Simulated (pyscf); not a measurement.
**Substitution at N: H₃C–NH₂ + H• -> CH₃• + NH₃**

Gas phase, doublet surface, charge 0. Bonds broken: C1–N2. Bonds formed: N2–H8. Structures and frequencies: ωB97X-D3(BJ)/def2-SVP in PySCF. Correlated levels are frozen-core, on RHF or UHF. ΔMP2 is the change of the MP2 total energy from the triple- to the quadruple-zeta basis.

Transition state (Å):

```xyz
8

C      0.6091    -1.0805     0.4205
N     -0.3766     0.1567     1.1972
H      1.0448    -1.6564     1.2450
H     -0.0978    -1.6850    -0.1594
H      1.3841    -0.6336    -0.2191
H      0.3376     0.7454     1.6397
H     -0.6762     0.7198     0.3938
H     -1.3427     0.5000     1.9764
```

One imaginary mode, 1637i cm⁻¹; descent along it reached the two sides named.

| bond | change | reactant side (Å) | saddle | product side |
|---|---|---|---|---|
| C1–N2 | breaks | 1.455 | 1.762 | 3.3 |
| N2–H8 | forms | 2.405 | 1.288 | 1.021 |

Electronic energies relative to the separated reactants (eV):

```
level                             barrier  reaction energy  reverse barrier
--------------------------------  -------  ---------------  ---------------
ωB97X-D3(BJ)/def2-TZVP               1.00            -0.90             1.90
PBE/def2-TZVP                        0.50            -0.87             1.37
r²SCAN/def2-TZVP                     0.55            -1.12             1.67
B3LYP-D3(BJ)/def2-TZVP               0.63            -1.06             1.69
PBE0-D3(BJ)/def2-TZVP                0.78            -0.89             1.67
M06-2X/def2-TZVP                     0.96            -0.89             1.85
ωB97M-D3(BJ)/def2-TZVP               0.90            -0.95             1.85
HF/def2-TZVP                         1.75            -1.13             2.88
MP2/def2-QZVPP                       1.09            -0.85             1.94
CCSD/def2-TZVPP                      0.98            -1.10             2.08
CCSD(T)/def2-TZVPP                   0.89            -1.04             1.92
CCSD(T)/def2-TZVPP + ΔMP2(QZVPP)     0.85            -1.03             1.88
```

With CCSD(T)/def2-TZVPP + ΔMP2(QZVPP) energies and thermal terms (ideal gas, 1 atm, RRHO with modes under 100 cm⁻¹ raised to 100, one conformer, R ln 2 for rigid chiral ones), in eV:

| T (K) | ΔH‡ | ΔG‡ | ΔH | ΔG |
|---|---|---|---|---|
| 298 | 0.84 | 1.13 | -1.01 | -1.12 |
| 600 | 0.82 | 1.44 | -1.02 | -1.22 |
| 900 | 0.81 | 1.75 | -1.05 | -1.32 |
| 1200 | 0.80 | 2.06 | -1.09 | -1.40 |

The same reactants have a lower exit, to H₃C–NH• + H₂ (barrier +0.43 eV at ωB97M-D3(BJ), against +0.90 eV here). One saddle was located; it need not be the lowest between these sides. The angle at the attacked N is 151°. The CCSD(T) − MP2 part came from Ansatz, without density fitting, on the same reference.
